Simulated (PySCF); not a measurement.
Bonds (- single, = double, # triple, : aromatic): C1-C2, C2-C3, C2-N4. C1 carries H5, H6, H7; C2 carries H8; C3 carries H9, H10, H11; N4 carries H12, H13.

GIAO shifts from PySCF 2.14.0 with density-fitted response routines on PBE0-D3(BJ)/def2-TZVP geometries (one conformer, non-relativistic, equivalent nuclei averaged), against TMS at the same level and in the same medium; PCM means IEF-PCM chloroform.

Measured (solution, not stated per compound (mostly CDCl3 or CCl4); Pretsch, Buehlmann, Badertscher, Structure Determination of Organic Compounds, 4th ed. (2009)): C2 43.0, C1/C3 26.5, H8 3.07, H5/H6/H7/H9/H10/H11 1.03 ppm.

Which unscaled values do B97-2/pcSseg-2, gas; WP04/pcSseg-2, PCM; wB97X-D/pcSseg-2, PCM give, and how close are they?

Results:


| atoms | measured | B97-2/pcSseg-2, gas | WP04/pcSseg-2, PCM | wB97X-D/pcSseg-2, PCM |
| --- | --- | --- | --- | --- |
| C2 | 43.0 | 47.8 | 51.7 | 47.7 |
| C1/C3 | 26.5 | 27.2 | 27.6 | 28.0 |
| H8 | 3.07 | 3.35 | 3.18 | 3.21 |
| H5/H6/H7/H9/H10/H11 | 1.03 | 0.97 | 0.96 | 0.97 |

Mean absolute error for $^{13}$C: B97-2/pcSseg-2, gas 2.7, WP04/pcSseg-2, PCM 4.9, wB97X-D/pcSseg-2, PCM 3.1 ppm.

Mean absolute error for $^{1}$H: B97-2/pcSseg-2, gas 0.17, WP04/pcSseg-2, PCM 0.09, wB97X-D/pcSseg-2, PCM 0.10 ppm.
